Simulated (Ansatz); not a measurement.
**ZrV: from a trial structure to a relaxed crystal**

These are results of DFT PBE, scalar-relativistic, plane waves, PAW in Ansatz, not measurements. Cutoff 420 eV, Γ-centred k mesh, Gaussian smearing, no spin polarisation in the final step.

The start puts ZrV on the CuPt (L1_1) structure type (R-3m, No. 166), with Zr in place of Cu, V in place of Pt, at a guessed volume.

```yaml
crystal:
  lattice:
    - [1.36835, 0.79002, 4.35844]
    - [-1.36835, 0.79002, 4.35844]
    - [0.00000, -1.58003, 4.35844]
  atoms:
    - { symbol: Zr, position: [0.00000, 0.00000, 0.00000] }
    - { symbol: V, position: [0.50000, 0.50000, 0.50000] }
```

Cell and atoms relax at zero pressure; the relaxation can't lower the symmetry of the start. After a coarse first stage the cell is made exact in the group found at 0.06 Å.

The zero of energy is the elements' standard structures at the same level; no fitted shifts are applied.

What does it relax into?

It keeps R-3m (No. 166). The result has the CuPt (L1_1) structure. Conventional cell: a = 3.020 Å, c = 14.085 Å. Zr has 6 V at 2.92 Å and 6 Zr at 3.02 Å; V has 6 Zr at 2.92 Å and 6 V at 3.02 Å.

```xyz
2
Lattice="1.5098 0.8717 4.6950 -1.5098 0.8717 4.6950 0.0000 -1.7434 4.6950" Properties=species:S:1:pos:R:3 pbc="T T T"
Zr    0.0000    0.0000    0.0000
V     0.0000    0.0000    7.0425
```

What are its volume, energy, density and gap?

The volume per atom is 18.54 Å³. The density is 6.37 g/cm³, the energy over the elements is 0.42 eV/atom and the gap on the 24×24×24 mesh is 0 eV (a metal).

The final run used a 24×24×24 mesh on its 2-atom cell and 0.10 eV smearing. For metals, differences of a few meV/atom aren't resolved. A structure relaxed within its symmetry needn't be a true minimum.

Cost: 3 runs of about 2.8 core-minutes in all, on AMD EPYC 7B13 (Zen 3) (shared hosts).